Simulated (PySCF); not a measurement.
Species: C3H4O3.
Atom-mapped SMILES: `[O:1]=[CH:2][O:3][C@H:4]1[CH2:5][O:6]1` (hydrogens: H7 on C2; H8 on C4; H9, H10 on C5)

Geometry (PBE0-D3(BJ)/def2-SVP, Å), atoms numbered from 1 in this order:
```
atom  x, y, z in Å
O1     2.0456   -0.9342    1.2862
C2     1.9441   -0.1851    0.3630
O3     0.7959    0.3250   -0.1129
C4    -0.3864   -0.0763    0.5145
C5    -1.6249    0.3761   -0.0943
O6    -1.1649   -0.9662   -0.2012
H7     2.7867    0.2153   -0.2369
H8    -0.2618   -0.2731    1.5845
H9    -1.5618    0.9685   -1.0149
H10   -2.5208    0.5282    0.5198
```

Level of theory: MP2 and CCSD/aug-cc-pVDZ in PySCF, restricted Hartree–Fock reference, frozen core, non-relativistic, gas phase, PBE0-D3(BJ)/def2-SVP geometry.

E(HF) = -340.52100 Eh.

Problem. How large is the problem?

Solution. 174 basis functions and 46 electrons; 6 orbitals frozen, which leaves o = 17 correlated occupied and v = 151 virtual orbitals. That is o·v = 2567 singles and o·v(o·v + 1)/2 = 3296028 distinct closed-shell doubles amplitudes before symmetry; the costliest CCSD step grows as o²v⁴ = 1.5 × 10^11.

Problem. What are the MP2 and CCSD correlation energies?

Solution. MP2 -0.9907 Eh and CCSD -1.0170 Eh, which gives totals of -341.51170 and -341.53804 Eh. That is 0.814 eV for each correlated electron at CCSD (2670 kJ/mol in all, 0.298 % of the total energy); MP2 gives 97.4 % of the CCSD value.

Problem. What is the T1 diagnostic?

Solution. 0.0159, below the customary warning level of 0.02. It is the norm of the spatial-orbital singles amplitudes over the root of the number of correlated electrons, so the norm is 0.093.

Problem. How does correlation change the dipole moment?

Solution. HF gives 3.11 D and CCSD (unrelaxed density) 2.66 D, a change of -0.45 D.

No triples correction and no basis-set extrapolation were made.

The job also held the EOM ionisation roots. On an Arm Neoverse V1 with one thread (shared host), this took 11 min wall and 3.1 GiB of memory at its peak.

One conformer stands for the species.
